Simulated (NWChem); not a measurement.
Polarisability of ClNa

```xyz
2

Na     0.0000     0.0000    -1.4209
Cl     0.0000     0.0000     0.9194
```
Charge 0, spin multiplicity 1.

Program: NWChem. Structure: optimised with B3LYP/def2-SVP, a minimum by its harmonic frequencies.

Basis set: Sadlej pVTZ. Static limit.

The correlated methods keep 6 core orbitals frozen. B3LYP has NWChem's definition, with VWN1-RPA local correlation. The structure started from a generated list of species. Coupled-cluster values serve here as a point of comparison, not as the truth.

```tsv
method	isotropic polarisability (bohr³)
PBE	(withheld)
HF	26.44
CCSD linear response	30.39
BHandHLYP	29.54
B3LYP	(withheld)
```

Question: What belongs in the gaps?

Answer: 
- PBE, isotropic polarisability (bohr³): 36.13
- B3LYP, isotropic polarisability (bohr³): 33.24
